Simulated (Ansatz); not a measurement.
Ansatz (a program for electronic structure) input (FCI/STO-3G):

Ansatz 0.2 input:
```yaml
crystal:
  periodic: [false, false, false]
  atoms:
    - {symbol: O, position_ang: [-0.01015087, 1.07558797, -0.21689088]}
    - {symbol: O, position_ang: [0.00927284, 0.00110539, 0.42846783]}
    - {symbol: O, position_ang: [0.00087803, -1.07669336, -0.21157695]}
basis:
  gaussian:
    orbitals: STO-3G
magnetization: {spin_polarized: false}
correlation: {method: fci, electrons: outside_noble_gas}
```

End of the output:

```
250 factors; integrals over basis functions are off by at most 4.5e-8 eV
mean field: 0.04 GiB planned
mean field evaluation 1: about -6016.0767 eV, gradient 4.5e1 eV
mean field evaluation 2: about -6016.2391 eV, gradient 4.5e1 eV
mean field evaluation 4: about -6021.4906 eV, gradient 1.6e0 eV
mean field evaluation 8: about -6021.5040 eV, gradient 3.8e-4 eV
mean field evaluation 16: about -6017.7518 eV, gradient 2.1e-4 eV
mean field -6021.50404780 eV, -221.2861922346 hartree, gradient 3.2e-6 eV, S^2 0.000000; 2 other end points of the search recorded, 0 dependent functions left out; unrestricted orbitals would lower it
mean field evaluation 32: about -6024.3874 eV, gradient 1.3e-1 eV
unrestricted determinant -6024.61345651 eV, -221.4004608970 hartree, S^2 0.9379
3 core orbitals not correlated
reference -6021.50404780 eV, -221.2861922346 hartree; 9, 9 occupied and 3, 3 virtual orbitals, 250 factors
configuration interaction: 0.03 GiB planned
state -6028.37699778 eV, -221.5387684878 hartree
Total energy: -6028.37699778 eV, -221.5387684878 hartree
```
